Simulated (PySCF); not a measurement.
AlH4 (charge -1).
SMILES: `[AlH4-]`

Method used: PySCF 2.14.0, PBE0-D3(BJ)/def2-SVP geometry optimisation, gas phase.

Take the most abundant isotopes and a rigid rotor. 

Give the principal moments of inertia and the rotational constants in GHz.

Ia = 7.32, Ib = 7.32, Ic = 7.32 u·Å²; 505379 MHz·u·Å²/I gives 69021, 69005 and 69001 MHz, that is A = 69.021, B = 69.005, C = 69.001 GHz.

Classify the top.

A spherical top, as the point group Td requires three equal moments; the computed ones differ by 0.03 % because the geometry is symmetric only within the optimiser's tolerance.

The point group Td allows no dipole (computed: 0.00 D (about the centre of mass, as the species is charged)), so a rigid rotor has no electric-dipole lines.

No PBE0-D3(BJ)/def2-SVP frequencies stand behind this structure, so it isn't proved a minimum. The geometry's basis has no diffuse functions, a weakness for an anion. Constants of a rigid frame at the computed geometry: no zero-point averaging, no centrifugal distortion.

Cost: about 1 s of CPU time on one thread; the machine was shared, so the figure is rough. This is the geometry optimisation.
